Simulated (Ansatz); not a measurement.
`C/C=C(\O)F` + H₂O → `O/C=C(\O)F` + CH₄ at 600 K and 1 bar (formal hydrolysis of a C–C bond).

Isolated molecules relaxed with PBE0-D4/def2-TZVP in Ansatz; ΔE leaves out vibrations. CCSD(T)/CBS is the MP2 limit (def2-TZVPP, def2-QZVPP) plus CCSD(T) − MP2 in def2-TZVPP, frozen cores. This one scheme is used for every species. Double bonds are as drawn, so ΔE can hold a change between cis and trans. Each species was taken in one conformer, which may not be the lowest.

| species | CCSD(T)/CBS energy (Eh) | H − E (kJ/mol) | S (J/(mol·K)) |
| --- | --- | --- | --- |
| `C/C=C(\O)F` | -292.10551 | 255.4 | 395.9 |
| H₂O | -76.37941 | 76.8 | 212.8 |
| `O/C=C(\O)F` | -328.00386 | 189.8 | 370.2 |
| CH₄ | -40.46206 | 140.4 | 215.7 |

H − E and S are ideal-gas, rigid-rotor, harmonic terms from PBE0-D4/def2-TZVP, for one conformer and one mirror image of each species. 1 Eh = 2625.50 kJ/mol, R = 8.31446 J/(mol·K).

**Question.** By hand: ΔE, ΔH, ΔS and ΔG.

**Answer.** ΔE = (-328.00386) + (-40.46206) − (-292.10551) − (-76.37941) = 0.01900 Eh = 49.9 kJ/mol. Δ(H − E) = 189.8 + 140.4 − 255.4 − 76.8 = -2.0, so ΔH = 47.9 kJ/mol. ΔS = 370.2 + 215.7 − 395.9 − 212.8 = -22.8 J/(mol·K). ΔG = 47.9 − 600 × (-22.8)/1000 = 61.6 kJ/mol.

**Question.** By hand: the equilibrium constant, and the temperature at which ΔG would vanish if ΔH and ΔS stayed fixed.

**Answer.** log₁₀ K = −ΔG/(RT ln 10) = -5.4. ΔH and −TΔS have one sign here, so there is no such temperature.

ΔH outweighs TΔS. A doubt of 5 kJ/mol in ΔE shifts log₁₀ K by 0.4 here. Other conformers and mirror images would add mixing entropy, several J/(mol·K) or more a flexible species. These are equilibria of isolated gas molecules and say nothing of rates. Largest T1 diagnostic: 0.012 (customary marks: 0.02 for closed shells, 0.045 for open ones).
